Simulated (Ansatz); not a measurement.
Rock-salt TiC, treated with PBE-D4 (Ansatz, a program for electronic structure, plane waves, PAW).

Settings: plane-wave cutoff 520 eV, 22×22×22 k mesh, Fermi–Dirac smearing 0.05 eV, no spin polarisation, scalar-relativistic PAW data made under PBE.

Pressure at four volumes; x = ln(V/9.972 Å³). One pressure is withheld.

```csv
V (Å³/atom),x,P (GPa)
9.374,-0.0618,18.20
9.972,0.0000,0.03
10.371,0.0392,-9.38
10.571,0.0583,?
```

Question: Pass a parabola P(x) through the three rows shown, estimate the bulk modulus and its pressure derivative near zero pressure, and predict the withheld pressure.

Answer: Slopes between the rows: (0.03 − (18.20))/(0.0000 − (-0.0618)) = -294.01 and (-9.38 − (0.03))/(0.0392 − (0.0000)) = -240.05 GPa. Their difference over the span 0.1010 is c = 53.96/0.1010 = 534.3 GPa, so P(x) = 18.20 + (-294.01)(x − (-0.0618)) + 534.3 (x − (-0.0618))(x − (0.0000)). At the middle row B = −dP/dx = −[-294.01 + 534.3 × 0.0618] = 261.0 GPa, and B′ = dB/dP = 2c/B = 4.1. At x = 0.0583 the parabola gives -13.37 GPa; the run gives -13.42 GPa. The Birch–Murnaghan fit to the energies at all volumes has B0 = 259 GPa and B′ = 4.0.

Measured, for comparison: bulk modulus 240 GPa (temperature not stated, not corrected to a static lattice, our sources range from 235 to 268; as tabulated in Krasnenko and Brik (2013), arXiv:1306.3139). Computed (rounded) less measured: bulk modulus not scored (sources differ).
